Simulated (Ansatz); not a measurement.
hcp Er

Level of theory: PBE-D3(BJ) in Ansatz (plane waves, PAW).

Numerical settings: plane-wave cutoff 500 eV, 24×24×14 k mesh (along the axes of the cell as run), Fermi–Dirac smearing 0.1 eV, spin-polarised with parallel moments, scalar-relativistic PAW data made under PBE.

Cell (relaxed at this level):

```
Er
1.0
    1.80838    -3.13221     0.00000
    1.80838     3.13221     0.00000
    0.00000     0.00000     5.76984
Er
2
Direct
  0.33333   0.66667   0.25000
  0.66667   0.33333   0.75000
```

For hcp Er, the magnetic moment per atom (the cell's total over its atoms) comes out as 2.56 μB.

Note: the 4f shell is treated without U or exact exchange, so its levels and filling can be wrong; the collinear magnetic order is the start's and need not be the measured one.

Moments are spin moments.

Spin–orbit coupling is not included.

The computed numbers hold no vibrational or temperature effects.

Ansatz is an electronic-structure program.
